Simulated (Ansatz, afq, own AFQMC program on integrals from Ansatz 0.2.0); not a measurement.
Where AFQMC and coupled cluster stand for CH4N, doublet

```tsv
atom	x (Å)	y (Å)	z (Å)
N	-0.0991	0.0000	0.7200
C	0.0947	0.0000	-0.8159
H	0.2472	-0.9300	1.2517
H	0.2472	0.9300	1.2517
H	-0.1231	-1.0390	-1.3928
H	-0.1231	1.0390	-1.3928
```

Connectivity, by distances: NH2–CH2.

Basis 6-31G. Only valence electrons are correlated. Ansatz 0.2.0 and our own AFQMC program on the same integrals; the CISD trial comes from CCSD amplitudes, and released means the phaseless constraint is let go. Free AFQMC starts from the CCSD state and is never constrained. Its projection time is finite, and what remains of the start isn't in its error. Uncertainties: one standard error, sampling alone.

Determinant: UHF, the one that the program's search chose, which needn't be the lowest solution. The geometry is a point of a scan.

No full CI on the walks' own integrals is used here; CCSDT(Q) serves as the reference and is uncertain by about the last step of the cluster series.

* T1 diagnostic: 0.0202
* weight of the determinant in the CISD state: 0.890
* ⟨S²⟩ of the determinant: 0.767
* size of the correlated space: 13 electrons in 24 orbitals

```
  level  correlation energy (eV)
    MP2                  -5.4116
   CCSD                  -6.1709
CCSD(T)                  -6.3076
```

Estimate where phaseless AFQMC with a CISD trial lies against CCSD(T) on the same integrals.

0.99 ± 0.32 kcal/mol below CCSD(T).

Reference: CCSDT(Q), correlation energy -6.340 eV. The released energy is read at 2.40 1/Eh (meV from the phaseless value at times in 1/Eh: -13 ± 18 at 0.24, -5 ± 14 at 0.51, 20 ± 15 at 0.99, 23 ± 12 at 1.62, 19 ± 16 at 2.40).

```
         level  E − E(reference) (kcal/mol)  share of correlation (%)
       CCSD(T)                         0.74                     99.50
         CCSDT                         0.35                     99.76
   ph-AFQMC/HF                  0.19 ± 1.71                     99.87
 ph-AFQMC/CISD                 -0.26 ± 0.32                    100.18
released AFQMC                  0.18 ± 0.38                     99.88
    free AFQMC                  0.05 ± 0.34                     99.97
```

Free projections are given only where their last times agree within the noise and don't stop above the reference; a slow remainder of the start can still hide under it. A walk keeps the symmetry of its determinant, which the program's search chose and which needn't be the lowest solution, so a lower state of the same spin and another symmetry isn't excluded. Released energies are given only where the last usable release times agree within the noise; a slower fall can still hide under it.
